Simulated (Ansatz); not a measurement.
# BH4NS: the cost of one run

Computed with Ansatz 0.2.0, Gaussian basis. Level: revPBE-D4/cc-pVDZ.

## 1. The system as given

The start, a first-order saddle point found at PBE0-D4 in triple zeta: 7 atoms, charge 0, spin multiplicity 1.

Atoms are counted from 1 here; the program's logs count them from 0.

Bond lengths: B1–N2 1.539 Å, B1–S3 1.740 Å, B1–H5 1.192 Å, N2–H6 1.016 Å, N2–H7 1.016 Å, S3–H4 1.629 Å. Angles: N2–B1–S3 103.9°, N2–B1–H5 123.4°, S3–B1–H5 132.7°, B1–N2–H6 115.7°, B1–N2–H7 115.7°, H6–N2–H7 108.3°, B1–S3–H4 62.8°.

Geometry (Å):

```mol
BH4NS
  3D, bonds by distance, orders not assigned

  7  6  0  0  0  0  0  0  0  0999 V2000
   -0.6695    0.0585   -0.4650 B   0  0
    0.5603    0.2727    0.4352 N   0  0
   -0.6982   -1.6605   -0.7321 S   0  0
    0.5008   -1.0705    0.2002 H   0  0
   -1.3745    0.9457   -0.8359 H   0  0
    1.3126    0.8230    0.0311 H   0  0
    0.3685    0.6309    1.3664 H   0  0
  1  2  8  0
  1  3  8  0
  1  5  8  0
  2  6  8  0
  2  7  8  0
  3  4  8  0
M  END
```

## 2. The run

The input, md/in.yaml:

```yaml
crystal:
  periodic: [false, false, false]
  atoms:
    - {symbol: B, position_ang: [-0.669504, 0.058508, -0.464968]}
    - {symbol: N, position_ang: [0.560278, 0.272654, 0.435242]}
    - {symbol: S, position_ang: [-0.698213, -1.660480, -0.732130]}
    - {symbol: H, position_ang: [0.500832, -1.070463, 0.200201]}
    - {symbol: H, position_ang: [-1.374501, 0.945731, -0.835908]}
    - {symbol: H, position_ang: [1.312642, 0.823026, 0.031133]}
    - {symbol: H, position_ang: [0.368467, 0.630925, 1.366430]}
basis:
  gaussian: {orbitals: cc-pVDZ}
hamiltonian: {xc: {name: revPBE}, dispersion: d4}
md: {n_steps: 40, timestep: 0.5, temperature: 300, ensemble: nvt_langevin, seed: 555, friction: 0.05, initial_velocities: maxwell_boltzmann}
```

On the command line:

```
> ansatz run in.yaml --threads 2 --pin off --events-out ev --progress --plain --max-ram 4352MiB
```

**Question.** How long does this run take on 2 threads of Arm Neoverse V2, shared host?

About 28 s.
